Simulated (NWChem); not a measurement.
System: hydrogen chloride (HCl); SMILES Cl

Results from NWChem. The level has its own optimisation; frequencies are unscaled.

Task: What does the run give for Hartree-Fock/3-21G? Quantities: r Cl–H (Å); highest harmonic frequency (cm⁻¹); zero-point energy (kcal/mol); dipole (D).

Result: 
```json
{
 "r Cl–H (Å)": "1.293",
 "highest harmonic frequency (cm⁻¹)": "2850",
 "zero-point energy (kcal/mol)": "4.1",
 "dipole (D)": "1.86"
}
```
